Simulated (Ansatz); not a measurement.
A nudged elastic band was laid between two geometries of CH₂O₂S (6 atoms, charge 0, multiplicity 1).

All numbers below come from RKS PBE/def2-TZVP (Ansatz 0.2.0).

```yaml
movable_images: 5
climbing_image: yes
spring: 5.0 eV/Å²
optimiser: quadratic models (default)
start_path: through a guess of the saddle point
force_threshold: 0.03 eV/Å
iteration_limit: 60
end_points: relaxed
```

First end point:

```xyz
6
Properties=species:S:1:pos:R:3
H 0.851 -0.739 -1.273
O 0.198 -0.873 -0.558
C 0.062 0.331 0.050
O -0.818 0.252 1.054
S 0.859 1.696 -0.377
H -1.153 -0.668 1.104
```

Last end point:

```xyz
6
Properties=species:S:1:pos:R:3
H 1.452 0.360 -1.568
O -0.123 -1.302 -0.340
C -0.086 -0.157 0.042
O -0.811 0.342 1.078
S 0.906 1.166 -0.629
H -1.338 -0.410 1.418
```

Task: Which bonds break or form, and what moves?

Result: Bonds broken: H1–O2. Bonds formed: H1–S5.

Task: What energy profile does the band end with?

Result: It converged. The highest image is number 3 of 0 to 6, 0.90 eV above the first end and 1.30 eV above the last; the last end lies 0.39 eV below the first. A vibrational analysis at the climbing image gives one clearly imaginary mode, 1505i cm⁻¹: a first-order saddle point. The orbitals stay closed-shell, which can raise the energy where a bond breaks towards radicals; this wasn't checked here.

```csv
image,path coordinate (Å),energy (eV),H1–O2 (Å),H1–S5 (Å)
0,0.00,0.00,0.98,2.59
1,0.26,0.12,0.99,2.28
2,0.53,0.52,1.08,1.96
3,0.79,0.90,1.33,1.67
4,1.14,0.32,1.76,1.42
5,1.50,-0.23,2.19,1.35
6,1.85,-0.39,2.60,1.35
```

Task: What is the geometry of the highest image?

Result: 
```xyz
6
Properties=species:S:1:pos:R:3
H 0.983 -0.180 -1.220
O 0.157 -0.982 -0.550
C -0.006 0.137 0.058
O -0.840 0.262 1.082
S 0.955 1.378 -0.607
H -1.249 -0.615 1.237
```

Task: What are the harmonic wavenumbers there?

Result: 1505i, 399, 511, 600, 637, 758, 877, 1129, 1374, 1505, 1801, 3615 cm⁻¹.

Run time: 79 s on 4 threads of Arm Neoverse N1 (shared host), peak memory 0.23 GiB.
